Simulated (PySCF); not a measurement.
**Which basis set comes closest?**

Molecule: lithium fluoride, FLi.

Structure with atom numbers: `[Li:1][F:2]`.

Geometry PBE0-D3(BJ)/def2-SVP throughout; GIAO in PySCF 2.14.0 with density-fitted response routines, gas phase, one conformer, non-relativistic; equivalent atoms averaged; functional PBE0.

Reference values (HF/multiwavelet basis limit; gas (isolated, no vibration); Jensen, Fla, Jonsson, Monstad, Ruud, Frediani, PCCP 2016, 18, 21145): σ(Li1) = 90.5 ppm, σ(F2) = 390.2 ppm.

**Question.** How do the basis sets STO-3G, 6-31G, pcSseg-0, def2-SVP, 6-31G*, cc-pVDZ, pcSseg-1, def2-TZVP, aug-cc-pVDZ, 6-311+G(2d,p), pcSseg-2, cc-pVTZ, pcSseg-3 perform against the reference? Times are CPU seconds on shared hosts with different chips, so compare them loosely.

**Answer.** 
```tsv
basis set	functions	Li1	F2	abs. error Li	abs. error F	core-s
STO-3G	10	89.2	155.9	1.3	234.3	0.4
6-31G	18	92.4	298.6	1.9	91.6	0.7
pcSseg-0	18	87.4	259.6	3.1	130.6	0.54
def2-SVP	23	87.4	294.7	3.1	95.5	0.7
6-31G*	28	92.2	311.1	1.7	79.1	0.7
cc-pVDZ	28	93.9	325.8	3.4	64.4	0.67
pcSseg-1	29	87.8	306.1	2.7	84.1	0.77
def2-TZVP	45	88.6	341.5	1.9	48.7	1
aug-cc-pVDZ	46	91.1	367.3	0.6	22.9	0.83
6-311+G(2d,p)	54	88.9	355.4	1.6	34.8	1.2
pcSseg-2	57	87.5	340.7	3.0	49.5	0.4
cc-pVTZ	60	89.4	341.4	1.1	48.8	1.1
pcSseg-3	112	87.3	352.2	3.2	38.0	2.2
```

For 7Li the closest is aug-cc-pVDZ (0.6 ppm) and the furthest cc-pVDZ (3.4 ppm).

For 19F the closest is aug-cc-pVDZ (22.9 ppm) and the furthest STO-3G (234.3 ppm). Where a smaller basis beats a larger one, errors probably cancel; the largest sets show where the functional converges. One molecule is a small sample, and the reference may use another geometry.

A small basis that lands close on one nucleus may do so by chance; judge by the trend and by all nuclei.
